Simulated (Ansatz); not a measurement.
Mulliken charges of C₂H₃NO (`OC1=CN1`) from ωB97M-V/def2-TZVPP in Ansatz (PBE0-D4/def2-TZVP geometry).

```tsv
atom	x (Å)	y (Å)	z (Å)	charge (e)
O1	-0.926	1.296	-0.411	-0.243
C2	-0.155	0.335	0.046	0.276
C3	0.668	-0.146	0.891	-0.204
N4	0.047	-1.044	-0.260	-0.351
H5	-1.409	0.959	-1.175	0.204
H6	1.083	-0.342	1.858	0.179
H7	0.754	-1.126	-0.996	0.138
```

By hand: the dipole of these point charges (1 e Å = 4.8032 D).

Σ q r = (0.040, 0.153, -0.023) e Å, of length 0.160 e Å = 0.77 D.

How does the dipole of the full density compare? (Estimate.)

The calculation gave: (-0.005, 0.156, -0.247) e Å, 1.40 D; the point charges give 0.55 times that, at 51° from its direction.

Point charges leave out the atoms' own dipoles, such as those of lone pairs, and Mulliken's split depends on the basis, so the two needn't agree.
